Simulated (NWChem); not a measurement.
# Spin states of P

```xyz
1

P      0.0000     0.0000     0.0000
```
Charge 0, spin multiplicity 4.

Program: NWChem.

Basis set: def2-TZVP. The gap is E(quartet) − E(doublet), so a negative value puts the higher spin lower. Open shells are unrestricted, coupled cluster uses restricted open-shell references. The quartet is the single determinant that the SCF runs reached, with unpaired electrons in orbitals of symmetry b1u and b2u and b3u (D2h labels); it need not be the lowest quartet, which in molecules with degenerate π orbitals can need several determinants. Where the lowest doublet needs several determinants, the single determinant used here isn't a pure state and places it wrongly.

Costs are rough ratios of processor time within this set of runs, SCF included, with PBE0 as 1.

The correlated methods keep 5 core orbitals frozen. B3LYP has NWChem's definition, with VWN1-RPA local correlation. The stability of the SCF solutions was not checked. Open-shell Hartree-Fock references start from PBE0 orbitals; any time given for them includes that run. Coupled-cluster values serve here as a point of comparison, not as the truth.

```
method   vertical doublet-quartet gap (kcal/mol)  relative cost            remark
-------  ---------------------------------------  -------------  ----------------
PBE0                                  (withheld)              1                 -
B3LYP                                      -38.1        under 3                 -
M06-2X                                     -38.6        under 3                 -
B2PLYP                                (withheld)        under 3                 -
HF                                         -54.3        under 3                 -
MP2                                        -49.8        under 3                 -
CCSD(T)                                    -39.6              7  large amplitudes
```

### Question
Some entries are withheld; supply them.

### Answer

- PBE0, vertical doublet-quartet gap (kcal/mol): -44.1
- B2PLYP, vertical doublet-quartet gap (kcal/mol): -41.1
